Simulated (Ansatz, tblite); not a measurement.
# The cluster Li4H5−: a ladder of methods and basis sets

The task here is to estimate one member of a computed series from the others.

Program: Ansatz 0.2.0, Gaussian basis. Level of theory: as each input shows. These are calculated values, not measurements.

Levels to be run: GFN1-xTB, GFN2-xTB, PBE-D4/def2-TZVPD, r2SCAN-D4/def2-TZVPD, ωB97X-V/def2-TZVPD, r2SCAN0-D4/def2-TZVPD, LC-ωPBE/def2-TZVPD, B97M-V/def2-TZVPD, ωB97M-V/def2-TZVPD, HF/def2-TZVPD, LDA/def2-TZVPD, PBE-D4/def2-SVPD, PBE0-D4/def2-SVPD, HF/STO-3G, HF/6-31G, B3LYP-D4/6-31G, CCSD(T)/def2-TZVPPD, MP2/def2-TZVPD, RPA/def2-TZVPD.

## The structure

The geometry is that of the singlet, from an earlier relaxation (PBE0-D4/def2-TZVPD). At that level it is the lowest of the isomers that a small search found.

9 atoms, charge -1, spin multiplicity 1.

Bond lengths: Li1–Li2 2.496 Å, Li1–Li3 2.497 Å, Li1–H5 1.902 Å, Li1–H7 1.800 Å, Li1–H8 1.800 Å, Li2–Li4 2.495 Å, Li2–H5 1.898 Å, Li2–H6 1.798 Å, Li2–H7 1.800 Å, Li3–Li4 2.494 Å, Li3–H5 1.898 Å, Li3–H8 1.800 Å, Li3–H9 1.798 Å, Li4–H5 1.900 Å, Li4–H6 1.804 Å, Li4–H9 1.804 Å. Angles: Li2–Li1–Li3 89.9°, Li2–Li1–H5 48.9°, Li2–Li1–H7 46.1°, Li2–Li1–H8 134.2°, Li3–Li1–H5 48.9°, Li3–Li1–H7 134.2°, Li3–Li1–H8 46.1°, H5–Li1–H7 93.9°, H5–Li1–H8 93.9°, H7–Li1–H8 159.6°, Li1–Li2–Li4 90.0°, Li1–Li2–H5 49.0°, Li1–Li2–H6 134.3°, Li1–Li2–H7 46.1°, Li4–Li2–H5 49.0°, Li4–Li2–H6 46.2°, Li4–Li2–H7 134.3°, H5–Li2–H6 94.2° and more.

The ion is computed in the gas phase, without counter-ions or solvent.

PBE0-D4/def2-TZVPD was run before; its log isn't repeated, and its numbers join the tables.

The first run:

Tight binding, by tblite at 300 K electronic temperature and without a spin-polarisation term:

```python
tblite.interface.Calculator('GFN1-xTB', numbers, positions, charge=-1, uhf=0).singlepoint()
```

Tight binding, by tblite at 300 K electronic temperature and without a spin-polarisation term:

```python
tblite.interface.Calculator('GFN2-xTB', numbers, positions, charge=-1, uhf=0).singlepoint()
```

start.molden holds the orbitals of an earlier run on this state, given as this run's starting guess.

File in.yaml:

```yaml
crystal:
  periodic: [false, false, false]
  atoms:
    - {symbol: Li, position_ang: [0.418806, 1.008625, 1.388278]}
    - {symbol: Li, position_ang: [-0.305963, -1.359813, 1.083083]}
    - {symbol: Li, position_ang: [0.174351, 1.396043, -1.065864]}
    - {symbol: Li, position_ang: [-0.543318, -0.973022, -1.370556]}
    - {symbol: H, position_ang: [-0.734228, 0.209225, 0.104350]}
    - {symbol: H, position_ang: [-0.470351, -2.450118, -0.337611]}
    - {symbol: H, position_ang: [0.483064, -0.459822, 2.427186]}
    - {symbol: H, position_ang: [0.964256, 2.308425, 0.269228]}
    - {symbol: H, position_ang: [0.013383, 0.320458, -2.498094]}
basis:
  gaussian: {orbitals: def2-TZVPD, initial_orbitals: start.molden}
total_charge: -1
hamiltonian: {xc: pbe, dispersion: d4}
scf: {omitted_lower_state_checks: [starts]}
output: {forces: true, orbitals: {seedname: orbitals}}
```

Run with:

```sh
> ansatz run in.yaml --threads 4 --pin off --events-out ev --progress --plain --max-ram 3916MiB
```

Steps of the session up to this table: PBE-D4/def2-TZVPD; r2SCAN-D4/def2-TZVPD; ωB97X-V/def2-TZVPD; r2SCAN0-D4/def2-TZVPD; LC-ωPBE/def2-TZVPD; B97M-V/def2-TZVPD; ωB97M-V/def2-TZVPD; HF/def2-TZVPD; LDA/def2-TZVPD; PBE-D4/def2-SVPD; PBE0-D4/def2-SVPD; HF/STO-3G; HF/6-31G; B3LYP-D4/6-31G; CCSD(T)/def2-TZVPPD; MP2/def2-TZVPD; RPA/def2-TZVPD.

One table of the session follows, with a row left open; its other results are not shown here.

```
                level  HOMO (eV)  LUMO (eV)  gap (eV)
            HF/STO-3G      -3.18       7.26     10.44
             HF/6-31G      -4.52       4.74      9.26
        HF/def2-TZVPD      -4.51       3.54      8.05
       LDA/def2-TZVPD      -0.90       2.05      2.95
     PBE-D4/def2-SVPD      -0.79       2.20      2.99
    PBE-D4/def2-TZVPD      -0.82       2.21      3.03
 r2SCAN-D4/def2-TZVPD      -1.00       2.67      3.67
    B97M-V/def2-TZVPD          ?          ?         ?
       B3LYP-D4/6-31G      -1.72       2.92      4.63
    PBE0-D4/def2-SVPD      -1.82       2.70      4.52
   PBE0-D4/def2-TZVPD      -1.85       2.67      4.53
r2SCAN0-D4/def2-TZVPD      -1.99       2.97      4.96
   LC-ωPBE/def2-TZVPD      -4.42       3.52      7.94
   ωB97X-V/def2-TZVPD      -4.15       3.60      7.75
   ωB97M-V/def2-TZVPD      -3.98       3.09      7.07
```

**Question.** Estimate the row for B97M-V/def2-TZVPD.

The run gave: HOMO (eV): -1.22; LUMO (eV): 2.23; gap (eV): 3.45. In the column «HOMO (eV)» it lies between B3LYP-D4/6-31G (-1.72) and r2SCAN-D4/def2-TZVPD (-1.00).
